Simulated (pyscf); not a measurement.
H₂Si=Se + hydrogen (H₂) -> H₂Si=Se + hydrogen (H₂) (four-centre exchange; singlet surface; H–Si, H–H broken, H–Si, H–H formed). PySCF, gas phase, ωB97X-D3(BJ)/def2-SVP geometries. Energies in kcal/mol from the separated reactants.

| level | barrier | reaction energy |
|---|---|---|
| r²SCAN/def2-TZVP | 27.9 | 0.0 |
| B3LYP-D3(BJ)/def2-TZVP | 33.4 | 0.0 |
| PBE0-D3(BJ)/def2-TZVP | 27.9 | 0.0 |
| M06-2X/def2-TZVP | 34.1 | 0.0 |
| ωB97M-D3(BJ)/def2-TZVP | 32.3 | 0.0 |
| HF/def2-TZVP | 45.9 | 0.0 |

The functionals in the table span 6.2 kcal/mol in this barrier, from PBE0-D3(BJ) to M06-2X. At the saddle there is also a short H–Si contact that neither side keeps. The same reactants have a lower exit, to H₃Si–SeH (barrier +21.5 kcal/mol at ωB97M-D3(BJ)/def2-TZVP, against +32.3 kcal/mol here). This is the saddle that the search found; another between the same sides may lie lower. Elements up to Kr have no core potential and no relativistic terms here.
